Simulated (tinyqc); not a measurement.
LCCD on RHF in the sto-3g basis, frozen core, for HF, spin multiplicity 1, step by step. One step of it, computed by the program tinyqc.

Question. Orthogonalisation. S = U s U^T; symmetric (Loewdin) form X = U s^(-1/2) U^T, so that X^T S X = 1.

overlap S:
```
           1F 1s     1F 2s    1F 2px    1F 2py    1F 2pz     2H 1s
1F 1s   1.000000  0.237990  0.000000  0.000000  0.000000  0.028738
1F 2s   0.237990  1.000000  0.000000  0.000000  0.000000  0.312047
1F 2px  0.000000  0.000000  1.000000  0.000000  0.000000  0.000000
1F 2py  0.000000  0.000000  0.000000  1.000000  0.000000  0.000000
1F 2pz  0.000000  0.000000  0.000000  0.000000  1.000000  0.266490
2H 1s   0.028738  0.312047  0.000000  0.000000  0.266490  1.000000
```

Give: eigenvalues of S; X.

Answer.

eigenvalues of S: 0.558  0.848  1.000  1.000  1.129  1.465

X:
```
         1F 1s   1F 2s  1F 2px  1F 2py  1F 2pz   2H 1s
1F 1s    1.023  -0.128   0.000   0.000  -0.004   0.017
1F 2s   -0.128   1.066   0.000   0.000   0.037  -0.179
1F 2px   0.000   0.000   1.000   0.000   0.000   0.000
1F 2py   0.000   0.000   0.000   1.000   0.000   0.000
1F 2pz  -0.004   0.037   0.000   0.000   1.030  -0.150
2H 1s    0.017  -0.179   0.000   0.000  -0.150   1.073
```
